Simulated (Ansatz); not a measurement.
# PS: the cost of one run

Method: def2-QZVPP, core rule «outside noble gas», up to 10 orbitals frozen; program: Ansatz 0.2.0, Gaussian basis.

To be run: UHF; ROHF; CCSD(T) on UHF.

## Step 1: What is computed

The geometry is a PBE0/def2-TZVP stationary point (not a proven minimum) of the parent state, kept for this charge and spin.

2 atoms, charge 1, spin multiplicity 3.

Atoms are counted from 1 here; the program's logs count them from 0.

Bond lengths: P1–S2 2.137 Å.

Geometry (Å):

```xyz
2

P     0.0000    0.0000    0.0000
S     0.0000    0.0000    2.1370
```

## Step 2: UHF

in.yaml

```yaml
crystal:
  periodic: [false, false, false]
  atoms:
    - {symbol: P, position_ang: [0.000000, 0.000000, 0.000000]}
    - {symbol: S, position_ang: [0.000000, 0.000000, 2.137000]}
basis:
  gaussian: {orbitals: "def2-QZVPP.json"}
total_charge: 1
magnetization: {spin_polarized: true, initial_magnetization: 2}
hamiltonian: {xc: hf}
output: {orbitals: {seedname: orbitals}}
```

Launch:

```sh
ansatz run in.yaml --threads 1 --pin off --events-out ev --progress --plain --max-ram 2393MiB
```

What time and memory should one allow on 1 thread of AMD EPYC 7R43, shared host?

About 19 s, with a peak of 0.34 GiB.
